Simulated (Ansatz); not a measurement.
**Other spins and charges of PH$_{3}$⁺, doublet at one geometry**

Geometry (PBE0/def2-TZVP stationary point for this spin, not checked as a minimum):

```yaml
atoms:
  - { symbol: P, position_ang: [0.0001, 0.0000, -0.0329] }
  - { symbol: H, position_ang: [1.3541, 0.0145, 0.3407] }
  - { symbol: H, position_ang: [-0.6904, 1.1668, 0.3342] }
  - { symbol: H, position_ang: [-0.6661, -1.1799, 0.3374] }
```

Basis 6-31G; Ansatz 0.2.0. Only valence electrons are correlated (noble-gas cores frozen). R marks a restricted (for open shells ROHF) determinant, U an unrestricted one.

Gaps are energies of the second state less the first, at fixed atoms, for a selection of the levels run; each method lands on the state that its own search finds for that charge and spin.

Coupled cluster chose its determinant by trial CCSD, here up to 0.55 eV above the lowest Hartree–Fock solution of its kind. For open shells CISD and CISDTQ are restricted-active-space CI with the open shells as a complete middle space.

Quartet less doublet: 10.256 eV at full CI (doublet A', quartet A', in Cs).

Large singles or doubles amplitudes warn of static correlation in the PH3⁺ quartet.

```json
{"level": "UCCSD", "gap (eV)": "10.356", "error (meV)": "100"}
{"level": "UCCSD(T)", "gap (eV)": "10.298", "error (meV)": "42"}
{"level": "UCCSDT", "gap (eV)": "10.260", "error (meV)": "4"}
{"level": "CISDTQ", "gap (eV)": "10.256", "error (meV)": "0"}
{"level": "UCCSDT(Q)", "gap (eV)": "10.257", "error (meV)": "1"}
{"level": "UCCSDTQ", "gap (eV)": "10.257", "error (meV)": "1"}
{"level": "wB97M-V", "gap (eV)": "10.648", "error (meV)": "392"}
```

In so small a basis the reference is far from its limit while semilocal and hybrid functionals are nearer theirs, so the functionals' errors here hold much of the reference's basis and frozen-core error, which can add to them or hide them.

Full CI is exact within this basis and frozen core; it isn't the basis-set limit. The frozen core follows each run's orbitals, which can shift R against U totals by a few meV.
